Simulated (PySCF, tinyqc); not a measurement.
CIS and TDHF on RHF in the sto-6g basis, frozen core, for BH, spin multiplicity 1, step by step. The lowest restricted solution is unstable here: a spin-polarised one lies 0.0074 hartree lower (PySCF). Computed by tinyqc, a small Python program that keeps every step (integrals from PySCF). Settings: charge = 0, multiplicity = 1, basis = sto-6g, method = RHF, frozen orbitals = 1, energy threshold = 1e-10, iteration cap = 68, orthogonalisation = canonical, start = core, DIIS depth = 6, TDHF = 1. Command: `OMP_NUM_THREADS=1 python tinyqc.py 27921 27922 out.jsonl` (the two numbers bound the seeds that draw the settings). One thread of a shared host (Intel(R) Xeon(R) Processor @ 2.60GHz), about 0.07 s of CPU time with the checks. The early iterations of the SCF are left out here.

## One-electron integrals

Geometry (angstrom):

| atom | x | y | z |
|---|---|---|---|
| B | 0.00000 | 0.00000 | 0.00000 |
| H | 0.00000 | 0.00000 | 1.55700 |

Basis sto-6g: exponents (1/bohr^2) and contraction coefficients of normalised primitives:

| element | l (shell) | exponent | coefficient |
|---|---|---|---|
| B | s (1) | 506.01115 | 0.00916 |
| B | s (1) | 92.77681 | 0.04936 |
| B | s (1) | 25.95566 | 0.16854 |
| B | s (1) | 8.91645 | 0.37056 |
| B | s (1) | 3.46251 | 0.41649 |
| B | s (1) | 1.42605 | 0.13033 |
| B | s (2) | 23.19458 | -0.01325 |
| B | s (2) | 4.59081 | -0.04699 |
| B | s (2) | 1.42682 | -0.03379 |
| B | s (2) | 0.54895 | 0.25024 |
| B | s (2) | 0.23841 | 0.59512 |
| B | s (2) | 0.10928 | 0.24071 |
| B | p (3) | 23.19458 | 0.00376 |
| B | p (3) | 4.59081 | 0.03768 |
| B | p (3) | 1.42682 | 0.17390 |
| B | p (3) | 0.54895 | 0.41804 |
| B | p (3) | 0.23841 | 0.42586 |
| B | p (3) | 0.10928 | 0.10171 |
| H | s (1) | 35.52322 | 0.00916 |
| H | s (1) | 6.51314 | 0.04936 |
| H | s (1) | 1.82214 | 0.16854 |
| H | s (1) | 0.62596 | 0.37056 |
| H | s (1) | 0.24308 | 0.41649 |
| H | s (1) | 0.10011 | 0.13033 |

Overlap, kinetic and nuclear-attraction integrals over the contracted functions; the nuclear repulsion is the sum of Za Zb / Rab.

nuclear repulsion = 1.6993488 hartree

overlap S, lower triangle:
```
          1B 1s    1B 2s   1B 2px   1B 2py   1B 2pz    2H 1s
1B 1s   1.00000
1B 2s   0.26489  1.00000
1B 2px  0.00000  0.00000  1.00000
1B 2py  0.00000  0.00000  0.00000  1.00000
1B 2pz  0.00000  0.00000  0.00000  0.00000  1.00000
2H 1s   0.03006  0.30702  0.00000  0.00000  0.35263  1.00000
```

kinetic energy T (hartree), lower triangle:
```
           1B 1s    1B 2s   1B 2px   1B 2py   1B 2pz    2H 1s
1B 1s   10.94724
1B 2s   -0.33388  0.37450
1B 2px   0.00000  0.00000  1.12503
1B 2py   0.00000  0.00000  0.00000  1.12503
1B 2pz   0.00000  0.00000  0.00000  0.00000  1.12503
2H 1s   -0.00926  0.02138  0.00000  0.00000  0.09263  0.76852
```

nuclear attraction V (hartree), lower triangle:
```
            1B 1s     1B 2s    1B 2px    1B 2py    1B 2pz     2H 1s
1B 1s   -23.73159
1B 2s    -2.83422  -4.08724
1B 2px    0.00000   0.00000  -4.06392
1B 2py    0.00000   0.00000   0.00000  -4.06392
1B 2pz   -0.01141  -0.10620   0.00000   0.00000  -4.13335
2H 1s    -0.35372  -1.01555   0.00000   0.00000  -1.10898  -2.93356
```

core Hamiltonian H = T + V (hartree), lower triangle:
```
            1B 1s     1B 2s    1B 2px    1B 2py    1B 2pz     2H 1s
1B 1s   -12.78435
1B 2s    -3.16810  -3.71274
1B 2px    0.00000   0.00000  -2.93889
1B 2py    0.00000   0.00000   0.00000  -2.93889
1B 2pz   -0.01141  -0.10620   0.00000   0.00000  -3.00832
2H 1s    -0.36298  -0.99417   0.00000   0.00000  -1.01634  -2.16504
```

## Two-electron integrals

Functions are numbered as in S; the eight-fold symmetry (ij|kl) = (ji|kl) = (kl|ij) leaves the list below.

Two-electron integrals (ij|kl) in chemists' order, unique and non-zero (hartree):
```
(11|11) 2.92499   (21|11) 0.48076   (21|21) 0.09948   (22|11) 0.74345
(22|21) 0.18897   (22|22) 0.54492   (31|31) 0.02110   (32|31) 0.03085
(32|32) 0.12044   (33|11) 0.74345   (33|21) 0.18897   (33|22) 0.54492
(33|33) 0.58711   (41|41) 0.02110   (42|41) 0.03085   (42|42) 0.12044
(43|43) 0.03164   (44|11) 0.74345   (44|21) 0.18897   (44|22) 0.54492
(44|33) 0.52383   (44|44) 0.58711   (51|51) 0.02110   (52|51) 0.03085
(52|52) 0.12044   (53|53) 0.03164   (54|54) 0.03164   (55|11) 0.74345
(55|21) 0.18897   (55|22) 0.54492   (55|33) 0.52383   (55|44) 0.52383
(55|55) 0.58711   (61|11) 0.05615   (61|21) 0.01128   (61|22) 0.02130
(61|33) 0.02119   (61|44) 0.02119   (61|51) 0.00089   (61|52) 0.00172
(61|55) 0.02153   (61|61) 0.00133   (62|11) 0.16075   (62|21) 0.04172
(62|22) 0.13570   (62|33) 0.13163   (62|44) 0.13163   (62|51) 0.00484
(62|52) 0.03047   (62|55) 0.14383   (62|61) 0.00505   (62|62) 0.05102
(63|31) 0.00396   (63|32) 0.01891   (63|53) 0.00543   (63|63) 0.00495
(64|41) 0.00396   (64|42) 0.01891   (64|54) 0.00543   (64|64) 0.00495
(65|11) 0.16293   (65|21) 0.04281   (65|22) 0.14620   (65|33) 0.13876
(65|44) 0.13876   (65|51) 0.00810   (65|52) 0.04823   (65|55) 0.16108
(65|61) 0.00540   (65|62) 0.06390   (65|65) 0.08339   (66|11) 0.33867
(66|21) 0.08959   (66|22) 0.32967   (66|33) 0.31192   (66|44) 0.31192
(66|51) 0.01102   (66|52) 0.09485   (66|55) 0.36515   (66|61) 0.01099
(66|62) 0.16857   (66|65) 0.22767   (66|66) 0.77500
```

## Orthogonalisation

S = U s U^T; canonical form X = U s^(-1/2), so that X^T S X = 1. Each column of U has its largest component positive (the first on a tie).

eigenvalues of S: 0.50601  0.80361  1.00000  1.00000  1.17425  1.51614

X:
```
               1         2        3         4         5        6
1B 1s    0.35147   0.74822  0.00000   0.00000   0.57435  0.25713
1B 2s   -0.75976  -0.51917  0.00000   0.00000   0.40778  0.44189
1B 2px   0.00000   0.00000  0.26663   0.96380   0.00000  0.00000
1B 2py   0.00000   0.00000  0.96380  -0.26663   0.00000  0.00000
1B 2pz  -0.65616   0.56281  0.00000   0.00000  -0.53450  0.35597
2H 1s    0.91920  -0.31345  0.00000   0.00000  -0.26411  0.52103
```

Within a degenerate level the vectors are fixed only up to a rotation; this is one choice.

## Iteration 7 (converged): orbitals

converged F (hartree), lower triangle:
```
           1B 1s     1B 2s   1B 2px   1B 2py    1B 2pz     2H 1s
1B 1s   -7.45756
1B 2s   -2.08321  -0.97003
1B 2px   0.00000   0.00000  0.25656
1B 2py   0.00000   0.00000  0.00000  0.25656
1B 2pz  -0.01815  -0.00472  0.00000  0.00000  -0.03179
2H 1s   -0.24254  -0.34244  0.00000  0.00000  -0.32968  -0.23862
```

Diagonalise F' = X^T F X, C = X C', fill 3 alpha and 3 beta electrons from the bottom; D = 2 C_occ C_occ^T. Each column has its largest component positive (the first on a tie).

F' = X^T F X (hartree), lower triangle:
```
          1         2        3        4         5         6
1   0.13902
2  -0.98980  -2.74541
3   0.00000   0.00000  0.25656
4   0.00000   0.00000  0.00000  0.25656
5  -0.73584  -2.94291  0.00000  0.00000  -3.55549
6  -0.46875  -1.59289  0.00000  0.00000  -1.95130  -1.57446
```

orbital energies (hartree): MO1 -7.45945, MO2 -0.49678, MO3 -0.24764, MO4 0.25656, MO5 0.25656, MO6 0.46751

coefficients C:
```
             MO1       MO2       MO3      MO4       MO5       MO6
1B 1s    0.99535  -0.22730  -0.16425  0.00000   0.00000   0.10003
1B 2s    0.01744   0.75750   0.65201  0.00000   0.00000  -0.45727
1B 2px   0.00000   0.00000   0.00000  0.99987  -0.01604   0.00000
1B 2py   0.00000   0.00000   0.00000  0.01604   0.99987   0.00000
1B 2pz   0.00346   0.14653  -0.57650  0.00000   0.00000  -0.89771
2H 1s   -0.00328   0.44456  -0.51383  0.00000   0.00000   0.90705
```

D after iteration 7, lower triangle:
```
           1B 1s     1B 2s   1B 2px   1B 2py   1B 2pz    2H 1s
1B 1s    2.13872
1B 2s   -0.52383   1.99845
1B 2px   0.00000   0.00000  0.00000
1B 2py   0.00000   0.00000  0.00000  0.00000
1B 2pz   0.12966  -0.52965  0.00000  0.00000  0.70766
2H 1s   -0.03984   0.00335  0.00000  0.00000  0.72270  0.92333
```

Within a degenerate level the vectors are fixed only up to a rotation; this is one choice.

## Convergence

Stop when the energy changes by less than 1e-10 hartree and every element of the error matrix X^T (F D S - S D F) X is below 3e-06.

Course of the cycle:

| iteration | E (hartree) | change | largest element of the error matrix |
|---|---|---|---|
| 1 | -24.3057507 | - | 4.96e-01 |
| 2 | -24.9407832 | -6.35e-01 | 1.07e-01 |
| 3 | -24.9569052 | -1.61e-02 | 3.69e-02 |
| 4 | -24.9584824 | -1.58e-03 | 2.41e-03 |
| 5 | -24.9584851 | -2.73e-06 | 5.85e-05 |
| 6 | -24.9584851 | -2.70e-09 | 8.52e-07 |
| 7 | -24.9584851 | -8.92e-13 | 3.46e-08 |

PySCF RHF in the same basis = -24.9584851 hartree

Converged in 7 iterations.

## Integrals over molecular orbitals

(pq|rs) = sum C_ip C_jq C_kr C_ls (ij|kl), one index at a time.

one-electron integrals over orbitals h = C^T H C (hartree), lower triangle:
```
           1         2         3         4         5         6
1  -12.77442
2    0.29945  -2.94385
3    0.20702  -0.24373  -2.73569
4    0.00000   0.00000   0.00000  -2.93889
5    0.00000   0.00000   0.00000   0.00000  -2.93889
6   -0.13007   0.45512  -0.32844   0.00000   0.00000  -2.49119
```

Two-electron integrals over orbitals (pq|rs), unique and non-zero (hartree); the lowest 1 orbital is frozen and left out:
```
(22|22) 0.49823    (32|22) -0.04164   (32|32) 0.10920    (33|22) 0.43576
(33|32) 0.03658    (33|33) 0.50112    (42|42) 0.07388    (43|42) 0.04455
(43|43) 0.04820    (44|22) 0.46136    (44|32) 0.07171    (44|33) 0.46527
(44|44) 0.58711    (52|52) 0.07388    (53|52) 0.04455    (53|53) 0.04820
(54|54) 0.03164    (55|22) 0.46136    (55|32) 0.07171    (55|33) 0.46527
(55|44) 0.52383    (55|55) 0.58711    (62|22) -0.03913   (62|32) -0.04215
(62|33) 0.00331    (62|44) -0.09149   (62|55) -0.09149   (62|62) 0.10785
(63|22) -0.01759   (63|32) 0.09640    (63|33) 0.04792    (63|44) 0.07353
(63|55) 0.07353    (63|62) -0.06191   (63|63) 0.11293    (64|42) -0.03176
(64|43) -0.00336   (64|64) 0.02834    (65|52) -0.03176   (65|53) -0.00336
(65|65) 0.02834    (66|22) 0.51146    (66|32) -0.06135   (66|33) 0.46051
(66|44) 0.45155    (66|55) 0.45155    (66|62) -0.01211   (66|63) -0.03601
(66|66) 0.56159
```

## CIS matrix, singlets

A(ia,jb) = (e_a - e_i) d_ij d_ab + 2 (ia|jb) - (ij|ab).

CIS matrix A, singlet (hartree), lower triangle:
```
         2>4      2>5       2>6      3>4      3>5      3>6
2>4  0.43974
2>5  0.00000  0.43974
2>6  0.00000  0.00000   0.66853
3>4  0.01740  0.00000   0.00000  0.13533
3>5  0.00000  0.01740   0.00000  0.00000  0.13533
3>6  0.00000  0.00000  -0.06247  0.00000  0.00000  0.48050
```

## CIS singlet states

dipole integrals <i|r|a> (bohr):
```
            x        y         z
2>4   0.80660  0.01294   0.00000
2>5  -0.01294  0.80660   0.00000
2>6   0.00000  0.00000   0.52538
3>4   0.49523  0.00794   0.00000
3>5  -0.00794  0.49523   0.00000
3>6   0.00000  0.00000  -1.30047
```

Diagonalise A (1 hartree = 27.211386 eV); each vector has its largest component positive (the first on a tie). The transition dipole is mu = sqrt2 sum c_ia <i|r|a>.

singlet excitation energies (eV): 3.65550  3.65550  11.99280  11.99280  12.56186  18.70489

lowest vectors:
```
      state 1   state 2  state 3   state 4  state 5   state 6
2>4  -0.05679   0.00310  0.99730  -0.04647  0.00000   0.00000
2>5  -0.00310  -0.05679  0.04647   0.99730  0.00000   0.00000
2>6   0.00000   0.00000  0.00000   0.00000  0.28907   0.95731
3>4   0.99690  -0.05445  0.05681  -0.00265  0.00000   0.00000
3>5   0.05445   0.99690  0.00265   0.05681  0.00000   0.00000
3>6   0.00000   0.00000  0.00000   0.00000  0.95731  -0.28907
```

oscillator strengths 2/3 w |mu|^2: 0.03605  0.03605  0.40830  0.40830  0.73543  0.70795

Within a degenerate level the vectors are fixed only up to a rotation; this is one choice.

## TDHF (RPA) singlet states

B(ia,jb) = 2 (ia|jb) - (ib|ja); the squared energies are the eigenvalues of (A - B)(A + B); 1 hartree = 27.211386 eV.

TDHF matrix B, singlet (hartree), lower triangle:
```
         2>4      2>5       2>6      3>4      3>5      3>6
2>4  0.07388
2>5  0.00000  0.07388
2>6  0.00000  0.00000   0.10785
3>4  0.04455  0.00000   0.00000  0.04820
3>5  0.00000  0.04455   0.00000  0.00000  0.04820
3>6  0.00000  0.00000  -0.06191  0.00000  0.00000  0.11293
```

squared energies w^2 (hartree^2): 0.01519  0.01519  0.18534  0.18534  0.20421  0.44936

TDHF energies from the positive w^2 (eV): 3.35399  3.35399  11.71493  11.71493  12.29669  18.24098

## CIS matrix, triplets

A(ia,jb) = (e_a - e_i) d_ij d_ab - (ij|ab).

CIS matrix A, triplet (hartree), lower triangle:
```
          2>4       2>5      2>6      3>4      3>5      3>6
2>4   0.29198
2>5   0.00000   0.29198
2>6   0.00000   0.00000  0.45284
3>4  -0.07171   0.00000  0.00000  0.03893
3>5   0.00000  -0.07171  0.00000  0.00000  0.03893
3>6   0.00000   0.00000  0.06135  0.00000  0.00000  0.25464
```

## CIS triplet states

Diagonalise A (1 hartree = 27.211386 eV); each vector has its largest component positive (the first on a tie).

triplet excitation energies (eV): 0.54490  0.54490  6.45429  8.45984  8.45984  12.79719

lowest vectors:
```
     state 1   state 2   state 3   state 4   state 5  state 6
2>4  0.25480  -0.00945   0.00000   0.96515  -0.05893  0.00000
2>5  0.00945   0.25480   0.00000   0.05893   0.96515  0.00000
2>6  0.00000   0.00000  -0.27362   0.00000   0.00000  0.96184
3>4  0.96628  -0.03586   0.00000  -0.25450   0.01554  0.00000
3>5  0.03586   0.96628   0.00000  -0.01554  -0.25450  0.00000
3>6  0.00000   0.00000   0.96184   0.00000   0.00000  0.27362
```

Within a degenerate level the vectors are fixed only up to a rotation; this is one choice.

## TDHF (RPA) triplet states

B(ia,jb) = - (ib|ja); the squared energies are the eigenvalues of (A - B)(A + B); 1 hartree = 27.211386 eV.

TDHF matrix B, triplet (hartree), lower triangle:
```
          2>4       2>5       2>6       3>4       3>5       3>6
2>4  -0.07388
2>5   0.00000  -0.07388
2>6   0.00000   0.00000  -0.10785
3>4  -0.04455   0.00000   0.00000  -0.04820
3>5   0.00000  -0.04455   0.00000   0.00000  -0.04820
3>6   0.00000   0.00000   0.06191   0.00000   0.00000  -0.11293
```

squared energies w^2 (hartree^2): -0.00534  -0.00534  0.03264  0.09064  0.09064  0.21274

TDHF energies from the positive w^2 (eV): 4.91653  8.19252  8.19252  12.55079

A + B or A - B has a negative eigenvalue: the restricted solution is unstable towards a spin-polarised one, a negative w^2 means an imaginary energy, and the lowest roots have no physical meaning.
